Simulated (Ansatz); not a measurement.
`CC(F)(F)Cl` + H₂ → `CC(F)F` + HCl at 600 K and 1 bar (hydrogenolysis of a C–Cl bond).

Program: Ansatz. Geometries: PBE0-D4/def2-TZVP. ΔE: electronic, gas phase. CCSD(T)/CBS is the MP2 limit (def2-TZVPP, def2-QZVPP) plus CCSD(T) − MP2 in def2-TZVPP, frozen cores. This one scheme is used for every species.

```
     species  CCSD(T)/CBS energy (Eh)  H − E (kJ/mol)  S (J/(mol·K))
`CC(F)(F)Cl`               -737.27590           180.4          377.4
          H₂                 -1.17544            43.9          150.8
    `CC(F)F`               -278.09861           199.3          340.7
         HCl               -460.38127            35.4          207.2
```

H − E and S are ideal-gas, rigid-rotor, harmonic terms from PBE0-D4/def2-TZVP. The MP2-based limit puts H₂ 0.8 mEh under its directly extrapolated value; such offsets cancel only in part. 1 Eh = 2625.50 kJ/mol, R = 8.31446 J/(mol·K).

Question: By hand: ΔE, ΔH, ΔS and ΔG.

Answer: ΔE = (-278.09861) + (-460.38127) − (-737.27590) − (-1.17544) = -0.02854 Eh = -74.9 kJ/mol. Δ(H − E) = 199.3 + 35.4 − 180.4 − 43.9 = 10.4, so ΔH = -64.5 kJ/mol. ΔS = 340.7 + 207.2 − 377.4 − 150.8 = 19.7 J/(mol·K). ΔG = -64.5 − 600 × (19.7)/1000 = -76.3 kJ/mol.

Question: By hand: the equilibrium constant, and the temperature at which ΔG would vanish if ΔH and ΔS stayed fixed.

Answer: log₁₀ K = −ΔG/(RT ln 10) = 6.6. ΔH and −TΔS have one sign here, so there is no such temperature.

ΔH outweighs TΔS. A doubt of 5 kJ/mol in ΔE shifts log₁₀ K by 0.4 here. These are equilibria of isolated gas molecules and say nothing of rates. Largest T1 diagnostic: 0.011 (customary marks: 0.02 for closed shells, 0.045 for open ones).
